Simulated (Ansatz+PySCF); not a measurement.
Results of a calculation; reference values are marked as such.
## PySCF 2.14.0 run

```python
from pyscf import gto, scf, cc

mol = gto.M(atom="""
C 0.000000 0.000000 0.000000
C 0.695440 0.000000 1.050700
C -0.695440 0.000000 1.050700
""", basis='6-31g', charge=1, spin=1)
mf = scf.UHF(mol)
mf.kernel()
mycc = cc.CCSD(mf, frozen=3).run()
et = mycc.ccsd_t()
print(mf.e_tot, mycc.e_corr, et, mycc.e_tot + et)
```

The script is written out from the run's settings.

Results

```
Converged                       : yes
Reference energy                : -112.82315 hartree
CCSD correlation energy         : -0.28502 hartree
Triples correction              : -0.01984 hartree
Total energy                    : -113.12801 hartree
Spin squared of the determinant : 0.850
```

The reference isn't the lowest determinant (another lies 1.75 eV lower), but the same method gives a higher total on the lower determinant. Caution: large share of triples, a single reference is doubtful.
